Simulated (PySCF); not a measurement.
Energy of O (oxygen, neutral) between two integer charges

The 2p beta orbital of [He] 2s2 2p4 is emptied in steps (occupation f), with all orbitals relaxed, ending at [He] 2s2 2p3. All numbers are calculated (PySCF 2.14, no relativity, point nucleus, in aug-cc-pVTZ (5s4p3d2f, 46 functions)). The exact energy is a straight line in f; departures are measured from the line between the end points of the same method.

| f | LDA (eV) | PBE (eV) | PBE0 (eV) | r2SCAN (eV) | LC-wPBE (eV) | BHandHLYP (eV) | wB97X (eV) | BLYP (eV) | B3LYP (eV) |
| --- | --- | --- | --- | --- | --- | --- | --- | --- | --- |
| 1 | 0.000 | 0.000 | 0.000 | 0.000 | 0.000 | 0.000 | 0.000 | 0.000 | 0.000 |
| 0.8 | -1.061 | -1.045 | -0.704 | -0.927 | -0.247 | -0.384 | -0.278 | -1.057 | -0.789 |
| 0.6 | -1.606 | -1.577 | -1.062 | -1.388 | -0.372 | -0.589 | -0.420 | -1.601 | -1.193 |
| 0.4 | -1.618 | -1.583 | -1.063 | -1.383 | -0.371 | -0.600 | -0.420 | -1.612 | -1.202 |
| 0.2 | -1.084 | -1.054 | -0.707 | -0.916 | -0.244 | -0.407 | -0.276 | -1.080 | -0.805 |
| 0 | 0.000 | 0.000 | 0.000 | 0.000 | 0.000 | 0.000 | 0.000 | 0.000 | 0.000 |

```json
{"method": "LDA", "E(f=0) − E(f=1) (eV)": "14.005", "−ε at f=1 (eV)": "7.452", "−ε at f=0.4 (eV)": "15.303"}
{"method": "PBE", "E(f=0) − E(f=1) (eV)": "14.065", "−ε at f=1 (eV)": "7.597", "−ε at f=0.4 (eV)": "15.371"}
{"method": "PBE0", "E(f=0) − E(f=1) (eV)": "13.853", "−ε at f=1 (eV)": "9.483", "−ε at f=0.4 (eV)": "14.741"}
{"method": "r2SCAN", "E(f=0) − E(f=1) (eV)": "13.719", "−ε at f=1 (eV)": "7.923", "−ε at f=0.4 (eV)": "14.903"}
{"method": "LC-wPBE", "E(f=0) − E(f=1) (eV)": "14.129", "−ε at f=1 (eV)": "12.607", "−ε at f=0.4 (eV)": "14.454"}
{"method": "BHandHLYP", "E(f=0) − E(f=1) (eV)": "13.750", "−ε at f=1 (eV)": "11.405", "−ε at f=0.4 (eV)": "14.195"}
{"method": "wB97X", "E(f=0) − E(f=1) (eV)": "13.783", "−ε at f=1 (eV)": "12.069", "−ε at f=0.4 (eV)": "14.146"}
{"method": "BLYP", "E(f=0) − E(f=1) (eV)": "14.154", "−ε at f=1 (eV)": "7.623", "−ε at f=0.4 (eV)": "15.448"}
{"method": "B3LYP", "E(f=0) − E(f=1) (eV)": "14.144", "−ε at f=1 (eV)": "9.266", "−ε at f=0.4 (eV)": "15.110"}
```

Orbital energy along the path (eV):

```csv
f,LDA,PBE,PBE0,r2SCAN,LC-wPBE,BHandHLYP,wB97X,BLYP,B3LYP
1,-7.452,-7.597,-9.483,-7.923,-12.607,-11.405,-12.069,-7.623,-9.266
0.8,-9.971,-10.105,-11.190,-10.248,-13.191,-12.266,-12.724,-10.134,-11.149
0.6,-12.598,-12.710,-12.952,-12.583,-13.816,-13.201,-13.426,-12.752,-13.103
0.4,-15.303,-15.371,-14.741,-14.903,-14.454,-14.195,-14.146,-15.448,-15.110
0.2,-18.052,-18.035,-16.522,-17.184,-15.068,-15.241,-14.847,-18.187,-17.149
0,-20.798,-20.613,-18.236,-19.427,-15.614,-16.346,-15.442,-20.909,-19.185
```

Reference removal energy between the ground levels: 13.618 eV (measured; NIST Atomic Spectra Database, ionization energies). The calculation has no spin-orbit coupling.
